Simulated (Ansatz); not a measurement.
# C₂H₄S₂: small, medium and large basis sets

An exercise on one series of results from a longer session: the logs are not shown, and one member is left open.

Program: Ansatz 0.2.0, Gaussian basis. Level of theory: one geometry, several basis sets. These are calculated values, not measurements.

The runs, in order: PBE0-D4/def2-SVP; ωB97M-V/def2-SVP; PBE0-D4/def2-QZVPP; ωB97M-V/def2-QZVPP; the functionals' def2-TZVPP values are taken from earlier runs.

## The relaxed structure

An earlier PBE0-D4 in a triple-zeta def2 set relaxation fixed the geometry.

SMILES `CSC=S`, 8 atoms, charge 0, spin multiplicity 1.

Atoms are counted from 1 here; the program's logs count them from 0.

Bond lengths: C1–S2 1.801 Å, C1–H5 1.090 Å, C1–H6 1.090 Å, C1–H7 1.090 Å, S2–C3 1.713 Å, C3–S4 1.617 Å, C3–H8 1.093 Å. Angles: S2–C1–H5 111.0°, S2–C1–H6 106.4°, S2–C1–H7 111.0°, H5–C1–H6 108.9°, H5–C1–H7 110.6°, H6–C1–H7 108.9°, C1–S2–C3 102.0°, S2–C3–S4 124.8°, S2–C3–H8 113.5°, S4–C3–H8 121.8°.

The first run:

Contents of in.yaml:

```yaml
crystal:
  periodic: [false, false, false]
  atoms:
    - {symbol: C, position_ang: [0.228710, 0.875350, 0.844124]}
    - {symbol: S, position_ang: [0.153518, 0.624394, -0.938224]}
    - {symbol: C, position_ang: [-0.242545, -1.038440, -1.048667]}
    - {symbol: S, position_ang: [-0.446314, -1.847185, -2.433443]}
    - {symbol: H, position_ang: [-0.735145, 0.667917, 1.307916]}
    - {symbol: H, position_ang: [0.475218, 1.926042, 0.996767]}
    - {symbol: H, position_ang: [1.009176, 0.260887, 1.291847]}
    - {symbol: H, position_ang: [-0.350518, -1.526164, -0.076119]}
basis:
  gaussian: {orbitals: def2-SVP}
hamiltonian: {xc: pbe0, dispersion: d4}
output: {orbitals: {seedname: orbitals}}
```

Started as:

```sh
$ ansatz run in.yaml --threads 2 --pin off --events-out ev --progress --plain --max-ram 4352MiB
```

Among the steps run: PBE0-D4 in def2-SVP; ωB97M-V in def2-SVP; PBE0-D4 in def2-QZVPP; ωB97M-V in def2-QZVPP.

One table of the session follows, with a row left open; its other results are not shown here.

It belongs to the step «Density functionals: the series». 

```
functional       basis  HOMO (eV)  LUMO (eV)
   PBE0-D4    def2-SVP      -6.32      -1.87
   PBE0-D4  def2-TZVPP      -6.47      -2.08
   PBE0-D4  def2-QZVPP      -6.51      -2.14
   ωB97M-V    def2-SVP      -8.49       0.30
   ωB97M-V  def2-TZVPP          ?          ?
   ωB97M-V  def2-QZVPP      -8.71      -0.10
```

**Question.** Estimate the row for ωB97M-V, def2-TZVPP.

**Answer.** HOMO (eV): -8.66; LUMO (eV): -0.01. In the column «HOMO (eV)» it lies between ωB97M-V, def2-QZVPP (-8.71) and ωB97M-V, def2-SVP (-8.49).
